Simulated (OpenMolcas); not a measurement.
# MCPF/ANO-XS-MB (DKH8, electric field -0.001 a.u., field axis y) run of C2H2F2 (SMILES F/C=C\F)

Aim: the energy difference between two shapes of C2H2F2 at MCPF/ANO-XS-MB (DKH8, electric field -0.001 a.u., field axis y), from 2 runs. 

Program for the calculation: OpenMolcas 26.06.

7 further runs of the same task are left out: 3 that didn't finish, 4 set aside as unsound or not needed.

## 1. The structure to begin with

C2H2F2: 6 atoms, total charge 0, spin state singlet. SMILES: `F/C=C\F`. The coordinates come from a GFN2-xTB relaxation.

Bond lengths: F1–C2 1.335 Å, C2–C3 1.321 Å, C3–F4 1.335 Å, C2–H5 1.079 Å, C3–H6 1.078 Å. Angles: F1–C2–C3 123.7°, C2–C3–F4 123.7°, F1–C2–H5 113.2°, C3–C2–H5 123.0°, C2–C3–H6 123.2°, F4–C3–H6 113.1°.

## 2. A single-point energy at MCPF/ANO-XS-MB (DKH8, electric field -0.001 a.u., field axis y)

Input file test.input:

```
&GATEWAY
BasisSet
F.ANO-XS-MB....
F1 0.192360 -0.836360 -1.520840 angstrom
F4 -1.362570 -0.733090 0.808990 angstrom
End of Basis
BasisSet
C.ANO-XS-MB....
C2 0.405210 0.027280 -0.525710 angstrom
C3 -0.327390 0.076410 0.572410 angstrom
End of Basis
BasisSet
H.ANO-XS-MB....
H5 1.239650 0.687180 -0.705780 angstrom
H6 -0.147270 0.778580 1.370930 angstrom
End of Basis
Finite
&SEWARD
Relativistic=R08O02
Expert
&FFPT
Dipole
Y 0.001
&SCF
PrOrbitals=1 1
&MOTRA
Frozen=4
&GUGA
Electrons=24
Spin=1
Inactive=12
Active=0
CIAll=1
&CPF
MCPF
```

Started as:

```
$ export MOLCAS_MEM=1860
$ pymolcas test.input > test.log
```

Output:

```text
--- Start Module: gateway ---
[...]
--- Stop Module: gateway /rc=_RC_ALL_IS_WELL_ ---
[...]
 ###    WARNING:  EXPERT option is ON!                                       ###
 ###############################################################################
               SEWARD will generate:
[...]
      Basis functions           22
[...]
       Convergence after   9 Iterations
[...]
::    Total SCF energy                               -275.5068717410
[...]
      Total spin, S                                     0.0000000000
[...]
      *** WARNING: Default frozen orbitals is overwritten by user input.
      *** Default values:   4
[...]
--- Start Module: guga ---
[...]
--- Stop Module: guga /rc=_RC_ALL_IS_WELL_ ---
--- Start Module: cpf ---
[...]
      Active orbitals                            0       0
[...]
      Spin quantum number                      0.0
[...]
     FINAL MCPF ENERGY         -275.66002438
     FINAL CORRELATION ENERGY   -0.15315264  REFERENCE ENERGY    -275.50687174
[...]
      Total electronic charge=   32.000000
      Total            charge=    0.000000
[...]
      Dipole Moment (debye):
      Origin of the operator (angstrom)=   -0.3155   -0.4233   -0.1920
                   X=  1.5263E+00               Y=  2.0360E+00               Z=  9.2589E-01           Total=  2.7078E+00
      Quadrupole Moment (debye*angstrom):
[...]
--- Stop Module: cpf /rc=_RC_ALL_IS_WELL_ ---
[...]
```

It took 2.3 s on 1 thread of Arm Neoverse V1, shared host; peak memory 0.37 GiB.

## 3. The distorted shape

Input file test.inp:

```
* C2H2F2 MCPF
>>> EXPORT MOLCAS_PRINT=2

&GATEWAY
  BasisSet
  F.ANO-XS-MB....
  F1 0.172657 -0.875883 -1.516648 angstrom
  F4 -1.329878 -0.701873 0.853344 angstrom
  End of Basis
  BasisSet
  C.ANO-XS-MB....
  C2 0.419109 0.035052 -0.481600 angstrom
  C3 -0.326300 0.085690 0.538482 angstrom
  End of Basis
  BasisSet
  H.ANO-XS-MB....
  H5 1.259560 0.720529 -0.698569 angstrom
  H6 -0.163128 0.771876 1.384501 angstrom
  End of Basis
  Finite

&SEWARD
  Relativistic
  R08O02
  Expert

&FFPT
  Dipole
  Y 0.001

&SCF
  PrOrbitals
  1 1

&MOTRA
  Frozen
  4

&GUGA
  Electrons
  24
  Spin
  1
  Inactive
  12
  Active
  0
  CIAll
  1

&CPF
  MCPF
```

Started as:

```
$ export MOLCAS_MEM=1860
$ pymolcas test.inp > test.log
```

Output:

```text
--- Start Module: gateway ---
[...]
--- Stop Module: gateway /rc=_RC_ALL_IS_WELL_ ---
[...]
 ###    WARNING:  EXPERT option is ON!                                       ###
 ###############################################################################
               SEWARD will generate:
[...]
      Basis functions           22
[...]
       Convergence after  10 Iterations
[...]
::    Total SCF energy                               -275.4975592962
[...]
      Total spin, S                                     0.0000000000
[...]
      *** WARNING: Default frozen orbitals is overwritten by user input.
      *** Default values:   4
[...]
--- Start Module: guga ---
[...]
--- Stop Module: guga /rc=_RC_ALL_IS_WELL_ ---
--- Start Module: cpf ---
[...]
      Active orbitals                            0       0
[...]
      Spin quantum number                      0.0
[...]
     FINAL MCPF ENERGY         -275.64888328
     FINAL CORRELATION ENERGY   -0.15132399  REFERENCE ENERGY    -275.49755930
[...]
      Total electronic charge=   32.000000
      Total            charge=    0.000000
[...]
      Dipole Moment (debye):
      Origin of the operator (angstrom)=   -0.3088   -0.4221   -0.1754
                   X=  1.5198E+00               Y=  2.1202E+00               Z=  1.0012E+00           Total=  2.7942E+00
      Quadrupole Moment (debye*angstrom):
[...]
--- Stop Module: cpf /rc=_RC_ALL_IS_WELL_ ---
[...]
```

Wall time 2.3 s (1 thread of Arm Neoverse V1, shared host); peak memory 0.37 GiB.

## 4. Summary of results

Level: MCPF/ANO-XS-MB (DKH8, electric field -0.001 a.u., field axis y), 4 core orbitals frozen.

| quantity | value |
| --- | --- |
| first shape: total energy | -275.66002 Eh |
| first shape: dipole moment (mean-field density) | 3.26 D |
| first shape: HOMO–LUMO gap (Hartree–Fock orbitals) | 15.18 eV |
| first shape: correlation energy (4 core orbitals frozen) | -153.2 mEh |
| distorted shape: total energy | -275.64888 Eh |
| distorted shape: dipole moment (mean-field density) | 3.37 D |
| distorted shape: HOMO–LUMO gap (Hartree–Fock orbitals) | 16.06 eV |
| distorted shape: correlation energy (4 core orbitals frozen) | -151.3 mEh |
| energy change with the atoms displaced | 0.303 eV |

What this shows: With the atoms displaced the energy rises by 0.30 eV (7.0 kcal/mol). The first shape isn't relaxed at this level, so the change isn't measured from a minimum. The minimal basis adds a large error of its own. Mulliken charges (distorted shape) of the mean-field density run from -0.37 on F4 to +0.32 on H5.
